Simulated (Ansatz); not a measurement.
The input, for Ansatz 0.2.0:

```yaml
crystal:
  periodic: [false, false, false]
  atoms:
    - {symbol: N, position_ang: [0.000000, 0.000000, 0.000000]}
    - {symbol: P, position_ang: [0.000000, 0.000000, 2.337000]}
basis:
  gaussian: {orbitals: 6-31G}
correlation: {method: sc_nevpt2, electrons: outside_noble_gas, active_space: {window: {electrons: 2, orbitals: 4}, states: [{multiplicity: 1, weights: [1, 1, 1]}]}}
```

```sh
$ ansatz run in.yaml --threads 1 --pin off --events-out ev --progress --plain --max-ram 2393MiB
```

Output:

```
450 factors; integrals over basis functions are off by at most 4.3e-8 eV
mean field evaluation 1: about -10732.2120 eV, gradient 5.6e1 eV
mean field evaluation 2: about -10732.2121 eV, gradient 5.6e1 eV
mean field evaluation 4: about -10736.9109 eV, gradient 4.2e1 eV
mean field evaluation 8: about -10741.7861 eV, gradient 1.5e-1 eV
mean field evaluation 16: about -10742.7467 eV, gradient 5.5e0 eV
mean field evaluation 32: about -10742.7884 eV, gradient 1.7e1 eV
mean field evaluation 64: about -10744.1385 eV, gradient 2.8e-4 eV
mean field evaluation 96: about -10743.3490 eV, gradient 2.7e-1 eV
mean field evaluation 128: about -10744.0868 eV, gradient 1.8e0 eV
mean field evaluation 160: about -10743.5010 eV, gradient 4.4e0 eV
mean field -10744.13846195 eV, -394.8398058381 hartree, gradient 6.5e-7 eV, S^2 0.000000; 13 other end points of the search recorded, 0 dependent functions left out; unrestricted orbitals would lower it
reference -10744.13846195 eV, -394.8398058381 hartree; 11, 11 occupied and 11, 11 virtual orbitals, 450 factors
state -10745.33176824 eV, -394.8836590353 hartree
state -10744.30754027 eV, -394.8460193517 hartree
state -10743.99097779 eV, -394.8343858952 hartree
state -10745.33176824 eV, -394.8836590353 hartree; corrected -10747.79716333 eV, -394.9742606337 hartree
state -10744.30754027 eV, -394.8460193517 hartree; corrected -10746.62343031 eV, -394.9311267410 hartree
state -10743.99097779 eV, -394.8343858952 hartree; corrected -10746.26960535 eV, -394.9181239136 hartree
state -10744.54537910 eV, -394.8547597674 hartree
state -10744.42564906 eV, -394.8503597695 hartree
state -10743.13885706 eV, -394.8030710358 hartree
state -10744.54537910 eV, -394.8547597674 hartree; corrected -10747.83461153 eV, -394.9756368296 hartree
state -10744.42564906 eV, -394.8503597695 hartree; corrected -10747.53647265 eV, -394.9646804281 hartree
state -10743.13885706 eV, -394.8030710358 hartree; corrected -10746.34227402 eV, -394.9207944379 hartree
state -10744.54537910 eV, -394.8547597674 hartree; corrected -10747.83461153 eV, -394.9756368296 hartree
state -10744.42564906 eV, -394.8503597695 hartree; corrected -10747.53647265 eV, -394.9646804281 hartree
state -10743.13885706 eV, -394.8030710358 hartree; corrected -10746.34227402 eV, -394.9207944379 hartree
state -10745.11798128 eV, -394.8758025095 hartree
state -10744.39545731 eV, -394.8492502432 hartree
state -10743.94810978 eV, -394.8328105247 hartree
state -10745.11798128 eV, -394.8758025095 hartree; corrected -10747.69451640 eV, -394.9704884287 hartree
state -10744.39545731 eV, -394.8492502432 hartree; corrected -10746.88232896 eV, -394.9406410909 hartree
state -10743.94810978 eV, -394.8328105247 hartree; corrected -10746.24051330 eV, -394.9170548004 hartree
state -10744.54537910 eV, -394.8547597674 hartree; corrected -10747.83461153 eV, -394.9756368296 hartree
state -10744.42564906 eV, -394.8503597695 hartree; corrected -10747.53647265 eV, -394.9646804281 hartree
state -10743.13885706 eV, -394.8030710358 hartree; corrected -10746.34227402 eV, -394.9207944379 hartree
WARN: the results are in doubt because another end's mean lies 0.507 eV lower, and its corrected mean 0.341 eV higher
Total energy: -10747.23778607 eV, -394.9537038986 hartree
In doubt: another end's mean lies 0.507 eV lower, and its corrected mean 0.341 eV higher
```

Natural occupations, averaged over the states: 0.9968 0.9963 0.0039 0.0030.

The total printed last is the weighted mean of the 3 states, 0.597 eV above the lowest of them, and is no single state's energy.

Ran on 1 thread of Arm Neoverse V1, shared host: 1.9 s wall, 0.16 GiB peak host memory.
